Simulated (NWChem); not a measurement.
**[SiH5]− (SMILES [H][Si-]([H])([H])([H])[H]): levels of theory compared**

Wanted: a comparison of 5 runs (HF/STO-3G, HF/3-21G, HF/def2-SVP, PBE0/def2-SVP, B3LYP/6-31G*) of [SiH5]−. 

The results are computed with NWChem 7.3.0.

## 1. The molecule

[SiH5]−: 6 atoms, total charge -1, spin state singlet. SMILES: `[H][Si-]([H])([H])([H])[H]`. The coordinates come from a GFN2-xTB relaxation.

Bond lengths: Si1–H2 1.639 Å, Si1–H3 1.644 Å, Si1–H4 1.491 Å, Si1–H5 1.491 Å, Si1–H6 1.491 Å. Angles: H2–Si1–H3 179.9°, H2–Si1–H4 90.0°, H2–Si1–H5 90.0°, H2–Si1–H6 90.1°, H3–Si1–H4 89.9°, H3–Si1–H5 90.0°, H3–Si1–H6 90.0°, H4–Si1–H5 120.1°, H4–Si1–H6 120.0°, H5–Si1–H6 120.0°.

## 2. Energy and gradient at HF/STO-3G (run 1)

Contents of h5si.xyz:

```xyz
6
H5Si
Si    -0.000240     0.000230     0.001470
H     -0.019890    -0.007790     1.639910
H      0.021790     0.007860    -1.642440
H      1.490630     0.011850     0.019200
H     -0.757550     1.285100    -0.002620
H     -0.734730    -1.297250    -0.015520
```

Contents of h5si.nw:

```
START h5si
TITLE "H5Si"
memory 2200 mb
charge -1
GEOMETRY units angstrom noautosym nocenter noautoz
load format xyz h5si.xyz
END
BASIS spherical bse
* library STO-3G
END
SCF
thresh 1e-08
maxiter 80
print low
END
TASK scf gradient
```

Command:

```sh
nwchem h5si.nw > h5si.out
```

Standard output:

```text
[...]
  functions       =    14
[...]
  wavefunction    = RHF
[...]
         Total SCF energy =   -288.202566174566
      One-electron energy =   -458.100415117573
      Two-electron energy =    143.758065591016
 Nuclear repulsion energy =     26.139783351992
        Time for solution =      0.2s
[...]
                         RHF ENERGY GRADIENTS
    atom               coordinates                        gradient
                 x          y          z           x          y          z
   1 Si     -0.000454   0.000435   0.002778   -0.000165   0.000054   0.001202
   2 H      -0.037587  -0.014721   3.098981   -0.000368  -0.000203   0.039989
   3 H       0.041177   0.014853  -3.103762    0.000685   0.000094  -0.040905
   4 H       2.816882   0.022393   0.036283    0.017237   0.000091   0.000104
   5 H      -1.431562   2.428487  -0.004951   -0.008886   0.015054  -0.000064
   6 H      -1.388438  -2.451447  -0.029329   -0.008504  -0.015090  -0.000326
 Task  times  cpu:        0.2s     wall:        0.2s
 Total times  cpu:        0.2s     wall:        0.2s
```

Wall time 0.74 s (1 thread of Intel Xeon 6975P-C (Granite Rapids), shared host); peak memory 0.097 GiB.

## 3. Energy and forces at HF/3-21G (run 2)

Contents of run.py:

```python
from ase import Atoms
from ase.calculators.nwchem import NWChem

molecule = Atoms('SiHHHHH', positions=[
    [-0.000240, 0.000230, 0.001470],
    [-0.019890, -0.007790, 1.639910],
    [0.021790, 0.007860, -1.642440],
    [1.490630, 0.011850, 0.019200],
    [-0.757550, 1.285100, -0.002620],
    [-0.734730, -1.297250, -0.015520],
])

calc = NWChem(
    label='m1',
    theory='scf',
    memory='2200 mb',
    basis='3-21G',
    basispar='spherical bse',
    charge=-1,
    scf={'nopen': '0', 'rhf': None, 'thresh': '1e-08', 'maxiter': '80'},
)
molecule.calc = calc

forces = molecule.get_forces()
e = molecule.get_potential_energy()
print(f"E = {e:.6f} eV")
print("forces (eV/A):")
for s, f in zip(molecule.symbols, forces):
    print(f"{s:2s} {f[0]:10.5f} {f[1]:10.5f} {f[2]:10.5f}")
print("dipole (e A):", molecule.get_dipole_moment().round(4))
```

Command:

```sh
export ASE_NWCHEM_COMMAND="nwchem PREFIX.nwi > PREFIX.nwo"
python run.py
```

Standard output:

```text
E = -7895.886798 eV
forces (eV/A):
Si    0.00375    0.00072   -0.03672
H    -0.00838   -0.00123    0.34191
H    -0.00103    0.00473   -0.30570
H     0.79277    0.00792    0.01075
H    -0.39698    0.67466   -0.00355
H    -0.39014   -0.68679   -0.00674
dipole (e A): [-0.0006  0.0001  0.0054]
```

The calculator wrote m1.nwi:

```
title "m1"

permanent_dir m1

scratch_dir m1

start m1

geometry units angstrom nocenter noautosym noautoz
  Si -2.4000000000000001e-04 2.3000000000000001e-04 1.4700000000000000e-03
  H  -1.9890000000000001e-02 -7.7900000000000000e-03 1.6399100000000000e+00
  H  2.1790000000000000e-02 7.8600000000000007e-03 -1.6424399999999999e+00
  H  1.4906299999999999e+00 1.1849999999999999e-02 1.9199999999999998e-02
  H  -7.5754999999999995e-01 1.2850999999999999e+00 -2.6199999999999999e-03
  H  -7.3472999999999999e-01 -1.2972500000000000e+00 -1.5520000000000001e-02
end

charge -1

memory 2200 mb

basis spherical bse noprint
   * library 3-21G
end

scf
  nopen 0
  rhf
  thresh 1e-08
  maxiter 80
end

task scf gradient
```

m1.nwo:

```text
Northwest Computational Chemistry Package (NWChem) 7.3.0
             --------------------------------------------------------

           Job information
           ---------------

    nwchem branch   = 7.3.0
    use scalapack   = T
    input           = m1.nwi
    prefix          = m1.
    data base       = m1/m1.db
    status          = startup
    nproc           =        1

           Memory information
           ------------------

[... 5 lines left out ...]
    hardfail = no
[... 124 lines left out ...]
         Quadratically convergent ROHF
[... 15 lines left out ...]
       Final RHF  results
[... 4 lines left out ...]
      Two-electron energy =    141.849299350324
[... 29 lines left out ...]
                       ROHF Final Molecular Orbital Analysis
[... 200 lines left out ...]
                 ----------------------------------------
                 |  Time  |  1-e(secs)   |  2-e(secs)   |
                 ----------------------------------------
                 |  CPU   |       0.00   |       0.02   |
                 ----------------------------------------
                 |  WALL  |       0.00   |       0.02   |
                 ----------------------------------------

 Task  times  cpu:        0.2s     wall:        0.2s
 Total times  cpu:        0.2s     wall:        0.2s
```

It took 1.1 s on 1 thread of Intel Xeon 6975P-C (Granite Rapids), shared host; peak memory 0.097 GiB.

Run 3 isn't shown in full; the table further down has it.

## 4. Energy and gradient at PBE0/def2-SVP (run 4)

Contents of h5si.nw:

```
start h5si
memory total 2200 mb
charge -1

geometry units angstrom noautosym nocenter noautoz
   Si   -0.000240    0.000230    0.001470
   H    -0.019890   -0.007790    1.639910
   H     0.021790    0.007860   -1.642440
   H     1.490630    0.011850    0.019200
   H    -0.757550    1.285100   -0.002620
   H    -0.734730   -1.297250   -0.015520
end

basis spherical bse
   Si library def2-SVP
   H library def2-SVP
end

dft
   xc pbe0
   grid xfine
   convergence energy 1e-08
   maxiter 100
   mulliken
   print low
end

task dft gradient
```

Command:

```sh
nwchem h5si.nw > h5si.out
```

Standard output:

```text
[...]
 d= 0,ls=0.0,diis     1   -292.0569503585 -3.18D+02  3.92D-02  1.16D+00     0.8
[...]
 d= 0,ls=0.0,diis     7   -292.2048274287 -1.10D-09  4.74D-07  2.34D-11     5.1
         Total DFT energy =     -292.204827428695
      One electron energy =     -460.288108588054
           Coulomb energy =      164.760863913719
    Exchange-Corr. energy =      -22.817366106351
 Nuclear repulsion energy =       26.139783351992
[...]
      Total Density - Mulliken Population Analysis
     ---------------------------------------------
    Atom       Charge   Shell Charges
 -----------   ------   -------------------------------------------------------
    1 Si  14    13.74   2.00  1.98  0.96  0.24  5.93  1.23  1.15  0.26
    2 H    1     1.34   0.71  0.63  0.01
    3 H    1     1.35   0.71  0.63  0.01
    4 H    1     1.19   0.74  0.44  0.01
    5 H    1     1.19   0.74  0.44  0.01
    6 H    1     1.19   0.74  0.44  0.01
[...]
                         DFT ENERGY GRADIENTS
    atom               coordinates                        gradient
                 x          y          z           x          y          z
   1 Si     -0.000454   0.000435   0.002778   -0.000051  -0.000030   0.000767
   2 H      -0.037587  -0.014721   3.098981    0.000096   0.000004  -0.002393
   3 H       0.041177   0.014853  -3.103762    0.000058  -0.000060   0.001646
   4 H       2.816882   0.022393   0.036283   -0.015363  -0.000147  -0.000210
   5 H      -1.431562   2.428487  -0.004951    0.007700  -0.013082   0.000056
   6 H      -1.388438  -2.451447  -0.029329    0.007559   0.013315   0.000133
 Task  times  cpu:        6.1s     wall:        6.1s
 Total times  cpu:        6.1s     wall:        6.1s
```

Wall time 6.9 s (1 thread of Intel Xeon 6975P-C (Granite Rapids), shared host); peak memory 0.12 GiB.

## 5. Energy and gradient at B3LYP/6-31G(d) (Cartesian functions) (run 5)

h5si.nw, as its differences from that of step 4:

```diff
@@ -1,3 +1,4 @@
 start h5si
-memory total 2200 mb
+title "H5Si B3LYP"
+memory 2200 mb
 charge -1
@@ -13,5 +14,4 @@
 
-basis spherical bse
-   Si library def2-SVP
-   H library def2-SVP
+basis "ao basis"
+   * library 6-31G*
 end
@@ -19,8 +19,7 @@
 dft
-   xc pbe0
+   xc b3lyp
    grid xfine
    convergence energy 1e-08
-   maxiter 100
+   iterations 100
    mulliken
-   print low
 end
```

Command:

```sh
nwchem h5si.nw > h5si.out
```

Standard output:

```text
[...]
          Wavefunction type:  closed shell.
          No. of atoms     :     6
          No. of electrons :    20
[...]
          Charge           :    -1
          Spin multiplicity:     1
[...]
          AO basis - number of functions:    29
[...]
              XC Information
              --------------
                         B3LYP Method XC Potential
                     Hartree-Fock (Exact) Exchange  0.200
                        Slater Exchange Functional  0.800 local
                    Becke 1988 Exchange Functional  0.720 non-local
              Lee-Yang-Parr Correlation Functional  0.810
                  VWN I RPA Correlation Functional  0.190 local
[...]
 d= 0,ls=0.0,diis     1   -292.2971518596 -3.18D+02  6.49D-02  1.02D+00     0.7
[...]
 d= 0,ls=0.0,diis     7   -292.4357061181 -1.64D-10  2.84D-07  8.45D-12     3.9
         Total DFT energy =     -292.435706118079
      One electron energy =     -460.450282898124
           Coulomb energy =      164.872446119424
    Exchange-Corr. energy =      -22.997652691370
 Nuclear repulsion energy =       26.139783351992
[...]
  wavefunction    = closed shell
                         DFT ENERGY GRADIENTS
    atom               coordinates                        gradient
                 x          y          z           x          y          z
   1 Si     -0.000454   0.000435   0.002778   -0.000065  -0.000024   0.000749
   2 H      -0.037587  -0.014721   3.098981    0.000070  -0.000008   0.000085
   3 H       0.041177   0.014853  -3.103762    0.000095  -0.000051  -0.000795
   4 H       2.816882   0.022393   0.036283   -0.013503  -0.000132  -0.000193
   5 H      -1.431562   2.428487  -0.004951    0.006759  -0.011482   0.000049
   6 H      -1.388438  -2.451447  -0.029329    0.006644   0.011697   0.000105
[...]
```

It took 5.4 s on 1 thread of Intel Xeon 6975P-C (Granite Rapids), shared host; peak memory 0.12 GiB.

## 6. All runs side by side

| run | level | iteration cap | module | energy (Eh) | largest force (eV/Å) | wall time |
| --- | --- | --- | --- | --- | --- | --- |
| 1 | HF/STO-3G | 80 | scf | -288.202566 | 2.104 | 0.74 s |
| 2 | HF/3-21G | 80 | scf | -290.168490 | 0.793 | 1.1 s |
| 3 | HF/def2-SVP | 80 | scf | -291.658202 | 0.573 | 1.3 s |
| 4 | PBE0/def2-SVP | 100 | dft | -292.204827 | 0.790 | 6.9 s |
| 5 | B3LYP/6-31G* (Cartesian functions) | 100 | dft | -292.435706 | 0.694 | 5.4 s |

## 7. Outcome

| quantity | value |
| --- | --- |
| run 5: total energy | -292.43571 Eh |
| run 5: HOMO energy | 0.91 eV |
| run 5: LUMO energy | 7.53 eV |
| run 5: HOMO–LUMO gap (to an unbound level, set by the basis) | 6.61 eV |
| run 5: largest force on an atom | 0.694 eV/Å |

**Reading.** Over runs 2, 3, 5 the HOMO–LUMO gap runs from 6.61 eV (B3LYP/6-31G*) to 13.21 eV (HF/def2-SVP). The two ends differ in method and basis. The empty levels of an anion lie above zero and hang on the basis. Totals of different functionals can't be ranked against each other. In run 5 the HOMO lies above zero, so the outermost electron may be held by the basis alone. In run 1 the basis is minimal, so the values are rough. All runs together took 15 s, the longest 6.9 s.
